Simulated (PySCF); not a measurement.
PySCF input (M06-L/def2-TZVPD):

```python
from pyscf import gto, scf, dft

mol = gto.M(
    atom='''
    C     0.17374100    0.87290308   -0.00032070
    C     1.58893377    0.53736175   -0.01617525
    Cl   -0.85056784   -0.69876990    0.00792755
    H    -0.14506536    1.39307162    0.89742769
    H    -0.16432700    1.39624905   -0.88913114
    H     2.10649887    0.31243964    0.90551097
    H     2.08649814    0.31573899   -0.94960019
    ''',
    basis='def2-tzvpd',
    charge=0,
    spin=1,
    verbose=4,
)

mf = dft.UKS(mol, xc='m06l').density_fit(auxbasis='def2-universal-jkfit')
mf.grids.level = 4
mf.conv_tol = 1e-9
mf.max_cycle = 100
mf.max_memory = 1500
mf.kernel()
if not mf.converged:
    mf = mf.newton()
    mf.kernel(mf.make_rdm1())
for _ in range(2):
    mo, _, stable, _ = mf.stability(return_status=True)
    if stable:
        break
    mf.kernel(mf.make_rdm1(mo, mf.mo_occ))
mf.analyze()
```

Output:

```
PySCF version 2.14.0

[INPUT] verbose = 4
[INPUT] num. atoms = 7
[INPUT] num. electrons = 33
[INPUT] charge = 0
[INPUT] spin (= nelec alpha-beta = 2S) = 1
[INPUT] symmetry False subgroup None
[INPUT] Mole.unit = angstrom
[INPUT] Symbol           X                Y                Z      unit          X                Y                Z       unit  Magmom
[INPUT]  1 C      0.173741000000   0.872903080000  -0.000320700000 AA    0.328322906608   1.649547754489  -0.000606035168 Bohr   0.0
[INPUT]  2 C      1.588933770000   0.537361750000  -0.016175250000 AA    3.002649655373   1.015466537317  -0.030566792496 Bohr   0.0
[INPUT]  3 Cl    -0.850567840000  -0.698769900000   0.007927550000 AA   -1.607340267963  -1.320483735090   0.014980898339 Bohr   0.0
[INPUT]  4 H     -0.145065360000   1.393071620000   0.897427690000 AA   -0.274133800561   2.632523833704   1.695892550701 Bohr   0.0
[INPUT]  5 H     -0.164327000000   1.396249050000  -0.889131140000 AA   -0.310533024871   2.638528306184  -1.680214343422 Bohr   0.0
[INPUT]  6 H      2.106498870000   0.312439640000   0.905510970000 AA    3.980705946006   0.590425350058   1.711167736089 Bohr   0.0
[INPUT]  7 H      2.086498140000   0.315738990000  -0.949600190000 AA    3.942910044014   0.596660217947  -1.794484286935 Bohr   0.0

nuclear repulsion = 93.6183150108535
number of shells = 62
number of NR pGTOs = 220
number of NR cGTOs = 156
basis = def2-tzvpd
ecp = {}

******** <class 'pyscf.df.df_jk.DFUKS'> ********
method = DFUKS
initial guess = minao
damping factor = 0
level_shift factor = 0
DIIS = <class 'pyscf.scf.diis.CDIIS'>
diis_start_cycle = 1
diis_space = 8
diis_damp = 0
SCF conv_tol = 1e-09
SCF conv_tol_grad = None
SCF max_cycles = 100
direct_scf = False
number electrons alpha = 17  beta = 16
XC library pyscf.dft.libxc version 7.1.2
    S. Lehtola, C. Steigemann, M. J. T. Oliveira, and M. A. L. Marques,  SoftwareX 7, 1–5 (2018)
XC functionals = m06l
    Y. Zhao and D. G. Truhlar,  J. Chem. Phys. 125, 194101 (2006)
    Y. Zhao and D. G. Truhlar,  J. Chem. Phys. 125, 194101 (2006)
    Y. Zhao and D. G. Truhlar,  Theor. Chem. Acc. 120, 215 (2008)
radial grids:
    Treutler-Ahlrichs [JCP 102, 346 (1995); DOI:10.1063/1.469408] (M4) radial grids

becke partition: Becke, JCP 88, 2547 (1988); DOI:10.1063/1.454033
pruning grids: <function nwchem_prune>
grids dens level: 4
symmetrized grids: False
atomic radii adjust function: <function treutler_atomic_radii_adjust>
small_rho_cutoff = 0
Set gradient conv threshold to 3.16228e-05
tot grids = 148744
init E= -538.77174480145
  alpha nocc = 17  HOMO = -0.223903760959249  LUMO = -0.0535979267315341
  beta  nocc = 16  HOMO = -0.334474234968656  LUMO = -0.223903760959249

[...]
  beta  nocc = 16  HOMO = -0.262590884273563  LUMO = -0.115862236941812
  HOMO = -0.213745343052  LUMO = -0.115862236942  gap/eV = 2.66353
Extra cycle  E= -538.778916639483  delta_E= -1.07e-11  |g|= 1.12e-05  |ddm|= 6.26e-05
converged SCF energy = -538.778916639483  <S^2> = 0.75752087  2S+1 = 2.0075068
uhf_internal: lowest eigs of H = [0.9297434  0.93055265 0.93885861]
<class 'pyscf.df.df_jk.DFUKS'> wavefunction is stable in the internal stability analysis
**** SCF Summaries ****
Total Energy =                        -538.778916639482873
Nuclear Repulsion Energy =              93.618315010853536
One-electron Energy =                 -926.280256715278483
Two-electron Energy =                  293.883025064942103
Two-electron Coulomb Energy =          334.465304757062029
DFT Exchange-Correlation Energy =      -40.582279692119911
HOMO-LUMO gap [eV] =                     2.663534985191101
**** MO energy ****
                             alpha | beta                alpha | beta
MO #1   energy= -101.158274783406  | -101.156782849678  occ= 1 | 1
MO #2   energy= -10.1183148368474  | -10.1190353382981  occ= 1 | 1
MO #3   energy= -10.0825013734001  | -10.0698835640625  occ= 1 | 1
MO #4   energy= -9.3870141556147   | -9.38631682638093  occ= 1 | 1
MO #5   energy= -7.09689049108045  | -7.09420040018693  occ= 1 | 1
MO #6   energy= -7.08618648306605  | -7.08502021817434  occ= 1 | 1
MO #7   energy= -7.08577933350298  | -7.08488745614839  occ= 1 | 1
MO #8   energy= -0.813566296285863 | -0.803259866060994 occ= 1 | 1
MO #9   energy= -0.718747559656901 | -0.693310641820453 occ= 1 | 1
MO #10  energy= -0.58783359591429  | -0.564548541954469 occ= 1 | 1
MO #11  energy= -0.459135947146589 | -0.451869359785441 occ= 1 | 1
MO #12  energy= -0.410074035568297 | -0.403069614192798 occ= 1 | 1
MO #13  energy= -0.389742474703049 | -0.376504345766467 occ= 1 | 1
MO #14  energy= -0.365387969539416 | -0.356944760639799 occ= 1 | 1
MO #15  energy= -0.273832502777048 | -0.267707234267123 occ= 1 | 1
MO #16  energy= -0.266693298103431 | -0.262590884273563 occ= 1 | 1
MO #17  energy= -0.213745343051638 | -0.115862236941812 occ= 1 | 0
MO #18  energy= -0.0115681924777533 | -0.00105807047221333 occ= 0 | 0
MO #19  energy= 0.012291847413448  | 0.0177947823729549 occ= 0 | 0
MO #20  energy= 0.0292544177986013 | 0.0330574814536277 occ= 0 | 0
MO #21  energy= 0.0333905890508336 | 0.0330825272050055 occ= 0 | 0
MO #22  energy= 0.043748385672177  | 0.0578958979853933 occ= 0 | 0
MO #23  energy= 0.0693581089288488 | 0.0768041503768213 occ= 0 | 0
MO #24  energy= 0.0876673761246214 | 0.0863820667780528 occ= 0 | 0
MO #25  energy= 0.0937379420978126 | 0.0952047851216865 occ= 0 | 0
MO #26  energy= 0.0962937359790355 | 0.0957719489585972 occ= 0 | 0
MO #27  energy= 0.117805505035968  | 0.121735306417623  occ= 0 | 0
MO #28  energy= 0.1455409198538    | 0.148460857180334  occ= 0 | 0
MO #29  energy= 0.15770716416026   | 0.15352997261388   occ= 0 | 0
MO #30  energy= 0.161198272121184  | 0.16128806297315   occ= 0 | 0
MO #31  energy= 0.180703847541933  | 0.175860140100023  occ= 0 | 0
MO #32  energy= 0.187973447643004  | 0.188365679307722  occ= 0 | 0
MO #33  energy= 0.201376129277323  | 0.198037290021246  occ= 0 | 0
MO #34  energy= 0.20463600681047   | 0.207391539421141  occ= 0 | 0
MO #35  energy= 0.209730465879609  | 0.210564761661221  occ= 0 | 0
MO #36  energy= 0.230641430818097  | 0.230945017306904  occ= 0 | 0
MO #37  energy= 0.234401998159693  | 0.235799162926838  occ= 0 | 0
MO #38  energy= 0.247796909200628  | 0.247910128052149  occ= 0 | 0
MO #39  energy= 0.271215252331232  | 0.269237459755054  occ= 0 | 0
MO #40  energy= 0.275619370011714  | 0.274557520406985  occ= 0 | 0
MO #41  energy= 0.28933792140886   | 0.289146899577662  occ= 0 | 0
MO #42  energy= 0.296580438793461  | 0.292578827015764  occ= 0 | 0
MO #43  energy= 0.298668135088559  | 0.299017066681642  occ= 0 | 0
MO #44  energy= 0.31218616029361   | 0.31120679525959   occ= 0 | 0
MO #45  energy= 0.314494843858166  | 0.317285977883989  occ= 0 | 0
MO #46  energy= 0.324820923641378  | 0.323005982311418  occ= 0 | 0
MO #47  energy= 0.328408390644046  | 0.324408540892286  occ= 0 | 0
MO #48  energy= 0.339486022971508  | 0.338454009562963  occ= 0 | 0
MO #49  energy= 0.36066159905679   | 0.358009249900274  occ= 0 | 0
MO #50  energy= 0.364020714866152  | 0.365112944523905  occ= 0 | 0
MO #51  energy= 0.38728030770536   | 0.385231241822038  occ= 0 | 0
MO #52  energy= 0.394399395754751  | 0.386525351228389  occ= 0 | 0
MO #53  energy= 0.40640951478259   | 0.401977512066608  occ= 0 | 0
MO #54  energy= 0.411143742598795  | 0.409216663077886  occ= 0 | 0
MO #55  energy= 0.4213779848759    | 0.423479256887767  occ= 0 | 0
MO #56  energy= 0.450386573459335  | 0.446951448368697  occ= 0 | 0
MO #57  energy= 0.455763718191173  | 0.463368007551335  occ= 0 | 0
MO #58  energy= 0.484296336456589  | 0.49782503422848   occ= 0 | 0
MO #59  energy= 0.49991389907599   | 0.506779734086903  occ= 0 | 0
MO #60  energy= 0.528278005033521  | 0.524647399821977  occ= 0 | 0
MO #61  energy= 0.531640809393705  | 0.530680535397777  occ= 0 | 0
MO #62  energy= 0.546579108167684  | 0.545639477446445  occ= 0 | 0
MO #63  energy= 0.591585609930846  | 0.590927653062686  occ= 0 | 0
MO #64  energy= 0.609607155691195  | 0.610775363586058  occ= 0 | 0
MO #65  energy= 0.611329942983316  | 0.61657973876051   occ= 0 | 0
MO #66  energy= 0.642456365545553  | 0.647180210174326  occ= 0 | 0
MO #67  energy= 0.652958969868787  | 0.648275554328505  occ= 0 | 0
MO #68  energy= 0.674391036213659  | 0.669941898911406  occ= 0 | 0
MO #69  energy= 0.686140693658963  | 0.677896553241414  occ= 0 | 0
MO #70  energy= 0.693639029119403  | 0.685908985313964  occ= 0 | 0
MO #71  energy= 0.713863566034048  | 0.694175956435172  occ= 0 | 0
MO #72  energy= 0.727502024868689  | 0.72879095233662   occ= 0 | 0
MO #73  energy= 0.751452901397387  | 0.754086163633349  occ= 0 | 0
MO #74  energy= 0.754171585770368  | 0.758309808148501  occ= 0 | 0
MO #75  energy= 0.779900414836891  | 0.774939928590608  occ= 0 | 0
MO #76  energy= 0.794482994342157  | 0.801113656911784  occ= 0 | 0
MO #77  energy= 0.833536953142882  | 0.832696373641863  occ= 0 | 0
MO #78  energy= 0.894496790698746  | 0.902866319570737  occ= 0 | 0
MO #79  energy= 0.953492499967661  | 0.954181138414273  occ= 0 | 0
MO #80  energy= 0.958662472812652  | 0.966653269659612  occ= 0 | 0
MO #81  energy= 1.07609204743784   | 1.07303082092245   occ= 0 | 0
MO #82  energy= 1.11340268980439   | 1.10532778331945   occ= 0 | 0
MO #83  energy= 1.18575906314387   | 1.18530241093578   occ= 0 | 0
MO #84  energy= 1.18937695217206   | 1.19329622400363   occ= 0 | 0
MO #85  energy= 1.20383200317632   | 1.21165028181028   occ= 0 | 0
MO #86  energy= 1.33389600813883   | 1.33282421474336   occ= 0 | 0
MO #87  energy= 1.40343621792618   | 1.40485437137206   occ= 0 | 0
MO #88  energy= 1.66230568512354   | 1.67271707189601   occ= 0 | 0
MO #89  energy= 1.67502645837523   | 1.67853664004551   occ= 0 | 0
MO #90  energy= 1.70885403769505   | 1.71163672614847   occ= 0 | 0
MO #91  energy= 1.71992868106292   | 1.72411879304867   occ= 0 | 0
MO #92  energy= 1.77728712545598   | 1.77817016782235   occ= 0 | 0
MO #93  energy= 1.78778888201114   | 1.78041317423077   occ= 0 | 0
MO #94  energy= 1.81359471088013   | 1.78535380666672   occ= 0 | 0
MO #95  energy= 1.84848743618101   | 1.83463444748822   occ= 0 | 0
MO #96  energy= 1.86368521378827   | 1.85449428836805   occ= 0 | 0
MO #97  energy= 1.9232208394247    | 1.91059638020299   occ= 0 | 0
MO #98  energy= 1.96136540474904   | 1.96407772857651   occ= 0 | 0
MO #99  energy= 1.99060204861949   | 1.97264541347433   occ= 0 | 0
MO #100 energy= 2.01232929845137   | 2.01196673086862   occ= 0 | 0
MO #101 energy= 2.02013613125182   | 2.02017718982363   occ= 0 | 0
MO #102 energy= 2.04487800113926   | 2.02994637398533   occ= 0 | 0
MO #103 energy= 2.0526382707518    | 2.05827702539615   occ= 0 | 0
MO #104 energy= 2.07658756142725   | 2.08358885930584   occ= 0 | 0
[...]
```

It need not be the lowest isomer of its formula.
